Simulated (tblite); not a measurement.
Species: ClH₃PSi (doublet state).
Atom-mapped SMILES: `[PH2:1][SiH:2][Cl:3]` (hydrogens: H4, H5 on P1; H6 on Si2)

The geometry is computed with GFN2-xTB (gas phase). This method treats the open shell by occupation alone, without spin polarisation.

Task: What internal coordinates does the optimisation give?

Result: 
```
        bond  length (bohr)   order
      P1–Si2          4.231  single
     Si2–Cl3          3.841  single
P1–H4, P1–H5          2.618  single
      Si2–H6          2.778  single
```

Bonds in one row agree within 0.02 bohr and their mean is given. Orders are formal, as drawn. A selection of angles:
```
     angle  degrees
 Si2–P1–H4     94.9
  H4–P1–H5     92.9
P1–Si2–Cl3    109.4
 P1–Si2–H6    109.0
Cl3–Si2–H6    106.1
```

Si2 (silicon bonded to Cl, P and H) is pyramidal (angles 109.4°, 109.0° and 106.1°, sum 324.4°, 0.66 Å off the plane of its three neighbours). P1 (phosphorus bonded to Si and 2 H) is pyramidal (angles 96.4°, 94.9° and 92.9°, sum 284.1°, 0.83 Å off the plane of its three neighbours).

Its GFN2-xTB frequencies are all real (lowest 93 cm⁻¹). Torsions: H–P1–Si2–Cl3 -170° and -76°.

One conformer stands for the species.
